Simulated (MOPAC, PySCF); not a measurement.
BF₃, SMILES `B(F)(F)F`, neutral singlet in the gas phase. 

Cartesian coordinates (Å):
```xyz
4

F      1.1993    -0.5378     0.0007
B      0.0000     0.0000     0.0000
F     -1.0654    -0.7697    -0.0005
F     -0.1339     1.3075    -0.0001
```
Charge 0, spin multiplicity 1.

All levels are single points at this geometry (r2SCAN-D4/def2-TZVP); Pople sets use spherical d functions. Orbital energies aren't observables, and empty levels follow the basis.

B3LYP/6-311+G** in PySCF gives HOMO (eV) = -12.00.

Problem. Estimate the HOMO (eV) from each of these levels: r2SCAN-D4/def2-TZVP in PySCF; B3LYP/6-31G* in PySCF; PBE/6-31G* in PySCF; SVWN5/6-31G* in PySCF; PM3 in MOPAC.

Solution. 
| level | HOMO (eV) |
|---|---|
| r2SCAN-D4/def2-TZVP in PySCF | -10.54 |
| B3LYP/6-31G* in PySCF | -11.25 |
| PBE/6-31G* in PySCF | -9.31 |
| SVWN5/6-31G* in PySCF | -9.54 |
| PM3 in MOPAC | -17.24 |
